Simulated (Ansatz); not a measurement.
Input for Ansatz (development build ahead of 0.2.0):

```yaml
crystal:
  periodic: [false, false, false]
  atoms:
    - { symbol: P, position_ang: [0.0, 0.0, -0.43576] }
    - { symbol: "N", position_ang: [0.0, 0.0, 0.93377] }
basis:
  gaussian: { orbitals: def2-TZVP }
hamiltonian:
  xc: hf
```

The input is written out in the form of the current development build from the run's settings.

Results

```
Converged                       : yes
Total energy                    : -395.16588 hartree
Spin squared of the determinant : 0.000
```

Caution: no unrestricted run beside it, a lower state can exist.
